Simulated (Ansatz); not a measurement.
# PH3+ (doublet): the correlation ladder at a displaced geometry (v2), cc-pVTZ

The task here is to estimate one member of a computed series from the others.

The runs use Ansatz 0.2.0, Gaussian basis; cc-pVTZ, core rule «outside noble gas», up to 5 orbitals frozen.

The runs, in order: UHF; CCSD(T) on ROHF; CCSD(T) on UHF; BCCD(T) on ROHF; CCSDT(Q) on ROHF; CCSDT(Q) on UHF; CASSCF and MRCISD+Q, 7 electrons in 7 orbitals; CASSCF and NEVPT2, 7 electrons in 7 orbitals.

10 further runs of the same task are left out: 3 that didn't finish, 7 set aside as unsound or not needed. Runs told in other sessions of the task aren't counted.

### The geometry

The geometry is a PBE0/def2-TZVP stationary point (not a proven minimum) with its atoms shifted at random (size 0.100 Å).

4 atoms, charge 1, spin multiplicity 2.

Atoms are counted from 1 here; the program's logs count them from 0.

Bond lengths: P1–H2 1.250 Å, P1–H3 1.432 Å, P1–H4 1.480 Å. Angles: H2–P1–H3 115.0°, H2–P1–H4 111.4°, H3–P1–H4 111.3°.

Geometry (Å):

| atom | x (Å) | y (Å) | z (Å) |
| --- | --- | --- | --- |
| P1 | 0.00774 | 0.00277 | -0.03403 |
| H2 | 1.19684 | 0.02570 | 0.35118 |
| H3 | -0.77101 | 1.14555 | 0.33650 |
| H4 | -0.66357 | -1.25642 | 0.35796 |

The first run:

in.yaml reads:

```yaml
crystal:
  periodic: [false, false, false]
  atoms:
    - {symbol: P, position_ang: [0.007737, 0.002772, -0.034027]}
    - {symbol: H, position_ang: [1.196835, 0.025696, 0.351182]}
    - {symbol: H, position_ang: [-0.771005, 1.145552, 0.336505]}
    - {symbol: H, position_ang: [-0.663573, -1.256420, 0.357964]}
basis:
  gaussian: {orbitals: cc-pVTZ}
total_charge: 1
magnetization: {spin_polarized: true, initial_magnetization: 1}
hamiltonian: {xc: hf}
output: {orbitals: {seedname: orbitals}}
```

Run with:

```sh
> ansatz run in.yaml --threads 1 --pin off --events-out ev --progress --plain --max-ram 2393MiB
```

Among the steps run: UHF; CCSD(T) on ROHF; CCSD(T) on UHF; BCCD(T) on ROHF; CCSDT(Q) on ROHF; CCSDT(Q) on UHF; CASSCF and MRCISD+Q, 7 electrons in 7 orbitals; CASSCF and NEVPT2, 7 electrons in 7 orbitals.

One table of the session follows, with a row left open; its other results are not shown here.

| method | from UCCSDT(Q) (kJ/mol) |
| --- | --- |
| ROHF | +433.0 |
| UHF | +425.8 |
| RMP2 | +84.3 |
| UMP2 | +83.7 |
| RCCSD | +13.8 |
| UCCSD | +13.6 |
| RCCSD(T) | ? |
| UCCSD(T) | +2.4 |
| BCCD(T) | +2.4 |
| RCCSDT | +0.4 |
| UCCSDT | +0.3 |
| RCCSDT(Q) | +0.1 |
| UCCSDT(Q) | 0 |
| CASSCF valence | +307.9 |
| NEVPT2 valence | +84.8 |
| MRCISD valence | +18.3 |
| MRCISD+Q valence | +4.0 |

Estimate the missing values for RCCSD(T).

The run gave: from UCCSDT(Q) (kJ/mol): +2.5. In the column «from UCCSDT(Q) (kJ/mol)» it lies between BCCD(T) (+2.4) and MRCISD+Q valence (+4.0).

Limits of these values: Restricted and unrestricted rows rest on different reference determinants; a gap between their highest levels can come from leftover correlation error, from unlike frozen cores or from another state.
